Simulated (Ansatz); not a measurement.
Input file:

```yaml
crystal:
  periodic: [false, false, false]
  atoms:
    - {symbol: N, position_ang: [0.000000, 0.000000, 0.000000]}
    - {symbol: S, position_ang: [0.000000, 0.000000, 2.400000]}
basis:
  gaussian: {orbitals: 6-31G}
magnetization: {spin_polarized: false, initial_magnetization: 1}
correlation: {active_space: {ras: {orbitals: [5, 1, 10], electrons: 11, max_holes: 2, max_particles: 2}, fixed_orbitals: true}}
```

```sh
$ ansatz run in.yaml --threads 1 --pin off --events-out ev --progress --plain --max-ram 2393MiB
```

Log:

```
272 factors; integrals over basis functions are off by at most 1.9e-4 eV
mean field evaluation 1: about -12284.8472 eV, gradient 3.1e1 eV
mean field evaluation 2: about -12284.8938 eV, gradient 3.0e1 eV
mean field evaluation 4: about -12288.3964 eV, gradient 4.4e0 eV
mean field evaluation 8: about -12289.5514 eV, gradient 4.4e0 eV
mean field evaluation 16: about -12290.5294 eV, gradient 1.1e-1 eV
mean field evaluation 32: about -12290.0708 eV, gradient 2.6e-3 eV
mean field evaluation 64: about -12290.5294 eV, gradient 1.6e-4 eV
mean field evaluation 96: about -12285.2278 eV, gradient 2.2e1 eV
mean field evaluation 128: about -12290.5261 eV, gradient 2.7e-1 eV
mean field evaluation 160: about -12290.0213 eV, gradient 2.7e-1 eV
mean field evaluation 192: about -12287.5563 eV, gradient 1.0e1 eV
mean field evaluation 224: about -12287.6200 eV, gradient 2.4e0 eV
mean field evaluation 256: about -12290.0220 eV, gradient 1.5e-4 eV
mean field -12290.52944256 eV, -451.6686261942 hartree, gradient 1.7e-6 eV, S^2 0.750000; 17 other end points of the search recorded, 0 dependent functions left out
reference -12290.52944256 eV, -451.6686261942 hartree; 12, 11 occupied and 10, 11 virtual orbitals, 272 factors
state -12295.90663221 eV, -451.8662342687 hartree
Total energy: -12295.90663221 eV, -451.8662342687 hartree
```

Natural occupations: 1.9973 1.9948 1.9946 1.7524 1.4546 1.0010 0.5442 0.2477 0.0030 0.0025 0.0024 0.0017 0.0015 0.0011 0.0010 0.0003.

Ran on 1 thread of AMD EPYC 9R45, shared host: 0.51 s wall, 0.16 GiB peak host memory.
